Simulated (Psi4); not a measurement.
**CH3N (SMILES C[N]) at U-r2SCAN/cc-pVTZ (sweep point 2)**

Aim: the energy change on altering one bond length of CH3N at U-r2SCAN/cc-pVTZ (sweep point 2), from 2 runs. 

Program for the calculation: Psi4 1.11.

**1. The structure to begin with**

The species is CH3N (5 atoms), meant as a triplet with charge 0. SMILES: `C[N]`. The coordinates come from a GFN2-xTB relaxation.

Bond lengths: C1–N2 1.350 Å, C1–H3 1.105 Å, C1–H4 1.105 Å, C1–H5 1.105 Å. Angles: N2–C1–H3 111.3°, N2–C1–H4 111.3°, N2–C1–H5 111.3°, H3–C1–H4 107.5°, H3–C1–H5 107.5°, H4–C1–H5 107.5°.

**2. A single-point energy at U-r2SCAN/cc-pVTZ (sweep point 2)**

calc.py reads:

```python
import psi4

psi4.set_memory('1600 MB')
psi4.set_num_threads(1)
psi4.set_output_file('output.dat', False)

m = psi4.geometry("""
0 3
C     -0.026140    -0.009290    -0.007100
N      1.205850     0.428790     0.326800
H     -0.811210     0.665380     0.379200
H     -0.148300    -0.068860    -1.103600
H     -0.220190    -1.016020     0.404710
symmetry c1
""")

options = {'reference': 'uks', 'puream': True, 'scf_type': 'pk', 'dft_radial_points': 99, 'dft_spherical_points': 590, 'maxiter': 150}
psi4.set_options(options)

e_tot, wfn = psi4.energy("r2scan/cc-pVTZ", return_wfn=True)
print('E =', round(e_tot, 9))
```

Command:

```
$ python calc.py
```

output.dat:

```text
[...]
  Running in c1 symmetry.
[...]
  Nuclear repulsion =   31.450834377081978
[...]
  Multiplicity = 3
[...]
  Nalpha       = 9
  Nbeta        = 7
[...]
    Number of basis functions: 102
[...]
   @UKS iter   1:   -94.33737523378196   -3.30234e-01   6.13120e-03 DIIS/ADIIS
[...]
   @UKS iter   8:   -94.52755876511065   -1.44901e-07   8.82855e-07 DIIS
[...]
   @S^2 Observed:                2.012312456E+00
[...]
    Orbital Energies [Eh]
    ---------------------
    Alpha Occupied:
       1A    -14.201355     2A    -10.066925     3A     -0.871716
       4A     -0.603089     5A     -0.437086     6A     -0.437081
       7A     -0.343034     8A     -0.242270     9A     -0.242266
    Alpha Virtual:
      10A      0.051751    11A      0.113182    12A      0.113183
      13A      0.138929    14A      0.262679    15A      0.262693
      16A      0.391993    17A      0.416836    18A      0.447486
      19A      0.447490    20A      0.475017    21A      0.475020
      22A      0.484596    23A      0.576528    24A      0.607956
      25A      0.607962    26A      0.852076    27A      0.864588
[...]
  @UKS Final Energy:   -94.52755876511065
   => Energetics <=
    Nuclear Repulsion Energy =             31.4508343770819785
    One-Electron Energy =                -189.0897591862857325
    Two-Electron Energy =                  76.4636336466477928
    DFT Exchange-Correlation Energy =     -13.3522676025546865
    Empirical Dispersion Energy =           0.0000000000000000
    VV10 Nonlocal Energy =                  0.0000000000000000
    Total Energy =                        -94.5275587651106548
[...]
 Multipole Moments:
 ------------------------------------------------------------------------------------
     Multipole            Electronic (a.u.)      Nuclear  (a.u.)        Total (a.u.)
 ------------------------------------------------------------------------------------
 L = 1.  Multiply by 2.5417464519 to convert [e a0] to [Debye]
 Dipole X            :          1.8001228           -2.5983681           -0.7982453
 Dipole Y            :          0.6401226           -0.9239709           -0.2838483
 Dipole Z            :          0.4878263           -0.7041517           -0.2163254
 Magnitude           :                                                    0.8743925
[...]
```

The script printed:

```text
E = -94.527558765
```

Run time: 32 s. Hardware: 1 thread of Intel Xeon Platinum 8488C (Sapphire Rapids), shared host; peak memory 0.73 GiB.

**3. The distorted shape, same level**

run.py reads:

```python
import psi4

psi4.set_memory(1600000000)
psi4.set_num_threads(1)
psi4.set_output_file('psi4.out', False)

molecule = psi4.geometry("""
0 3
C     -0.272517    -0.096898    -0.073874
N      1.205850     0.428790     0.326800
H     -1.057587     0.577772     0.312426
H     -0.394677    -0.156468    -1.170374
H     -0.466567    -1.103628     0.337936
units angstrom
symmetry c1
""")

options = {'basis': 'cc-pVTZ', 'reference': 'uks', 'puream': True, 'scf_type': 'pk', 'dft_radial_points': 99, 'dft_spherical_points': 590, 'maxiter': 150}
psi4.set_options(options)

E, wfn = psi4.energy('r2scan', return_wfn=True)
print('E =', round(E, 9))
for k, v in sorted(psi4.core.scalar_variables().items()):
    print(f'{k:45s} {v:18.10f}')
```

Command:

```
$ python run.py
```

psi4.out:

```text
[...]
  Running in c1 symmetry.
[...]
  Nuclear repulsion =   28.135110580244213
[...]
  Multiplicity = 3
[...]
  Nalpha       = 9
  Nbeta        = 7
[...]
    Number of basis functions: 102
[...]
   @UKS iter   1:   -94.33765735331076   -5.87196e-01   5.88819e-03 ADIIS/DIIS
[...]
   @UKS iter   9:   -94.51176222024029   -2.72957e-08   4.26127e-07 DIIS
[...]
   @S^2 Observed:                2.012781975E+00
[...]
    Orbital Energies [Eh]
    ---------------------
    Alpha Occupied:
       1A    -14.235466     2A    -10.075936     3A     -0.798594
       4A     -0.623724     5A     -0.404123     6A     -0.404119
       7A     -0.328456     8A     -0.269965     9A     -0.269962
    Alpha Virtual:
      10A      0.054162    11A      0.068625    12A      0.119888
      13A      0.119889    14A      0.270703    15A      0.270716
      16A      0.292642    17A      0.422635    18A      0.456716
      19A      0.456718    20A      0.470807    21A      0.470810
      22A      0.481657    23A      0.575705    24A      0.586823
      25A      0.586831    26A      0.867874    27A      0.873219
[...]
  @UKS Final Energy:   -94.51176222024029
   => Energetics <=
    Nuclear Repulsion Energy =             28.1351105802442127
    One-Electron Energy =                -182.6017454047933484
    Two-Electron Energy =                  73.1982750068735015
    DFT Exchange-Correlation Energy =     -13.2434024025646462
    Empirical Dispersion Energy =           0.0000000000000000
    VV10 Nonlocal Energy =                  0.0000000000000000
    Total Energy =                        -94.5117622202402856
[...]
 Multipole Moments:
 ------------------------------------------------------------------------------------
     Multipole            Electronic (a.u.)      Nuclear  (a.u.)        Total (a.u.)
 ------------------------------------------------------------------------------------
 L = 1.  Multiply by 2.5417464519 to convert [e a0] to [Debye]
 Dipole X            :          2.2302714           -2.9330155           -0.7027441
 Dipole Y            :          0.7930811           -1.0429666           -0.2498854
 Dipole Z            :          0.6044001           -0.7948491           -0.1904490
 Magnitude           :                                                    0.7697810
[...]
```

The script printed:

```text
E = -94.51176222
CURRENT ENERGY                                    -94.5117622202
CURRENT REFERENCE ENERGY                          -94.5117622202
DD SOLVATION ENERGY                                 0.0000000000
DFT FUNCTIONAL TOTAL ENERGY                       -94.5117622202
DFT TOTAL ENERGY                                  -94.5117622202
DFT VV10 ENERGY                                     0.0000000000
DFT XC ENERGY                                     -13.2434024026
GRID ELECTRONS ALPHA                                8.9999999896
GRID ELECTRONS BETA                                 6.9999999988
GRID ELECTRONS TOTAL                               15.9999999884
NUCLEAR REPULSION ENERGY                           28.1351105802
ONE-ELECTRON ENERGY                              -182.6017454048
PCM POLARIZATION ENERGY                             0.0000000000
PE ENERGY                                           0.0000000000
SCF ITERATION ENERGY                              -94.5117622202
SCF ITERATIONS                                      9.0000000000
SCF TOTAL ENERGY                                  -94.5117622202
TWO-ELECTRON ENERGY                                73.1982750069
XC GRID RADIAL POINTS                              99.0000000000
XC GRID SPHERICAL POINTS                          590.0000000000
XC GRID TOTAL POINTS                           280203.0000000000
```

It took 35 s on 1 thread of Intel Xeon Platinum 8488C (Sapphire Rapids), shared host; peak memory 0.73 GiB.

**4. Results**

Level: U-r2SCAN/cc-pVTZ (sweep point 2).

| quantity | value |
| --- | --- |
| first shape: total energy | -94.52756 Eh |
| first shape: dipole moment | 2.22 D |
| first shape: HOMO energy (highest over α and β) | -6.59 eV |
| first shape: LUMO energy (lowest over α and β) | -2.47 eV |
| first shape: ⟨S²⟩ | 2.012 |
| distorted shape: total energy | -94.51176 Eh |
| distorted shape: dipole moment | 1.96 D |
| distorted shape: HOMO energy (highest over α and β) | -7.35 eV |
| distorted shape: LUMO energy (lowest over α and β) | -2.64 eV |
| distorted shape: ⟨S²⟩ | 2.013 |
| energy change with the C1–N2 bond stretched from 1.350 to 1.619 Å | 0.430 eV |

**Reading.** With the C1–N2 bond stretched from 1.350 to 1.619 Å the energy rises by 0.43 eV (9.9 kcal/mol). The first shape isn't relaxed at this level, so the change isn't measured from a minimum.
